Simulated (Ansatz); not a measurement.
`C=C(N)S`. Total charge 0; spin multiplicity 1.

```xyz
9

C     0.143   -0.675    0.974
C     0.098    0.138   -0.083
N     0.133   -0.265   -1.406
S     0.111    1.905    0.022
H     0.076   -1.749    0.841
H     0.275   -0.295    1.976
H    -0.495    0.230   -2.022
H     0.111   -1.264   -1.540
H    -0.451    1.975    1.237
```

Give the diagnostics of a CCSD(T)/def2-TZVPP run (frozen core, Ansatz). (Best estimate.)

Ansatz gave: T1 = 0.0118, largest single amplitude 0.020, largest double 0.048, (T) share of the correlation energy 4.4 %, 9 CCSD cycles. The RHF solution is stable towards an unrestricted one. T1 lies under the customary mark of 0.02 for closed shells.
